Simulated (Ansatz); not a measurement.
Si₃H₄⁻. The state is a doublet with charge -1. Geometry PBE0-D4/def2-TZVP, that of the neutral singlet; atoms count from 1.

Cartesian coordinates in Å:
```
Si -0.655 -0.560 1.093
Si 1.301 -0.359 0.340
Si -0.397 0.566 -0.881
H -1.586 -1.057 2.141
H -0.840 -0.016 -2.181
H 2.761 -0.615 0.462
H -0.583 2.043 -0.974
```

The highest occupied level of the charge -1 doublet lies above zero (up to 1.29 eV). By energy differences its removal costs 0.31 eV (vertical, to the charge 0 singlet, at PBE0-D4/def2-TZVPD); a positive level beside a positive removal energy at the same level points to self-interaction error. The structure comes from a short search, and lower isomers may exist.

(1) Estimate the Mulliken populations from the PBE0/def2-TZVPD orbitals of Ansatz.

(2) Where does the spin sit?

(3) And the Mayer bond orders between bonded heavy atoms (over 0.3)?

Results:

(1) 
```tsv
atom	charge (e)	spin (α − β)
Si1	-0.26	0.57
Si2	-0.26	0.57
Si3	-0.34	-0.01
H4	-0.03	-0.06
H5	-0.03	-0.01
H6	-0.03	-0.06
H7	-0.03	-0.01
```
Mulliken values and Mayer orders depend strongly on the basis. With diffuse functions, as here, like atoms can get unlike values, and bond orders can come out too low or too high.

(2) Summed by element: Si 1.13, H -0.13, of 1 unpaired in all. Largest on single atoms: Si1 0.57, Si2 0.57, H6 -0.06.

(3) Si1–Si2 1.75 (2.10 Å); Si1–Si3 1.30 (2.29 Å); Si2–Si3 1.30 (2.29 Å).
